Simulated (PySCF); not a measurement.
Compound: hydrazine, N₂H₄.
Cartesian coordinates in Å at the PBE0-D3(BJ)/def2-SVP level; atoms count from 1:
```xyz
6
N2H4 angstrom
N     -0.5697   -0.4041    0.2217
N      0.6686    0.2535    0.1720
H     -1.2055    0.1326    0.8069
H     -1.0122   -0.5060   -0.6933
H      1.4035   -0.4363    0.0375
H      0.7398    0.9298   -0.5896
```

Computed with PySCF at PBE0/pcSseg-1, non-relativistic, on one gas-phase PBE0-D3(BJ)/def2-SVP geometry that isn't relaxed in the solvent. The solvent is an IEF-PCM continuum (cavity from Bondi-type radii × 1.2). The model holds no explicit solvent molecules, cavitation or dispersion.

```
run  E − E(gas) (kJ/mol)  HOMO (eV)  HOMO–LUMO gap (eV)  dipole (D)
gas                 0.00      -6.97                8.44        2.09
  P               -24.09      -7.04                8.81        2.42
  Q               -29.42      -7.06                8.89        2.50
```

The runs were made in dimethylsulfoxide and tetrahydrofuran. Which run belongs to which solvent?

P = tetrahydrofuran, Q = dimethylsulfoxide. The dielectric constants are 7.426 (tetrahydrofuran), 46.83 (dimethylsulfoxide), and the energy falls further as ε rises. In this model the ground state sees the solvent through ε alone.

How constant is the ratio of the lowering to (ε − 1)/(2ε + 1)?

```
          solvent  (ε − 1)/(2ε + 1)  E − E(gas) (kJ/mol)  ratio (kJ/mol)  polarisation term (kJ/mol)
  tetrahydrofuran             0.405               -24.09           -59.4                      -26.44
dimethylsulfoxide             0.484               -29.42           -60.8                      -32.96
```

The ratio changes by +2.2 % in size from tetrahydrofuran to dimethylsulfoxide. The polarisation term is half the interaction of the solute with the induced surface charges.
